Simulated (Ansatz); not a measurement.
Ag2P3: from a trial structure to a relaxed crystal

Level of theory: DFT PBE, scalar-relativistic, plane waves, PAW (Ansatz 0.2.0). Cutoff 420 eV, Γ-centred k mesh, Gaussian smearing, no spin polarisation in the final step.

Ag2P3 was placed on the A-type sesquioxide structure type (P-3m1, No. 164), with Ag in place of La, P in place of O, at a guessed volume.

```
Ag P
1.0
     4.03895    0.00000    0.00000
    -2.01947    3.49783    0.00000
     0.00000    0.00000    6.28395
Ag P
2 3
Direct
  0.33333 0.66667 0.24500
  0.66667 0.33333 0.75500
  0.00000 0.00000 0.00000
  0.33333 0.66667 0.64500
  0.66667 0.33333 0.35500
```

Cell and atoms relax at zero pressure; the relaxation can't lower the symmetry of the start. After a coarse first stage the cell is made exact in the group found at 0.06 Å.

Energies over the elements count from the elements' standard structures at the same level, with no empirical corrections.

(1) What does it relax into?

(2) What are its volume, energy, density and gap?

## Answers

(1) It keeps P-3m1 (No. 164), but not the shape of the type it started on. Conventional cell: a = 3.306 Å, c = 9.483 Å. Ag is coordinated by 3 P at 2.63 Å and 3 P at 2.98 Å (next Ag at 3.31 Å); P on Wyckoff site a (1 atom of the primitive cell) is coordinated by 6 Ag at 2.63 Å and 6 P at 3.31 Å; around P on Wyckoff site d (2 atoms of the primitive cell) lie 3 P at 2.30 Å.

Space group P-3m1 (No. 164). a = 3.306 Å, b = 3.306 Å, c = 9.483 Å, α = 90.00°, β = 90.00°, γ = 120.00°
```
atom site symmetry x y z
  Ag    2d       3m.  0.3333  0.6667  0.1908
   P    1a      -3m.  0.0000  0.0000  0.0000
   P    2d       3m.  0.3333  0.6667  0.5679
```

(2) The volume per atom is 17.95 Å³ and the density is 5.71 g/cm³. The energy over the elements is 0.31 eV/atom and the gap on the 12×12×4 mesh is 0 eV (a metal).

The final run used a 12×12×4 mesh on its 5-atom cell and 0.10 eV smearing. For metals, differences of a few meV/atom aren't resolved. A structure relaxed within its symmetry needn't be a true minimum. The steps took of the order of 3 core-minutes in all.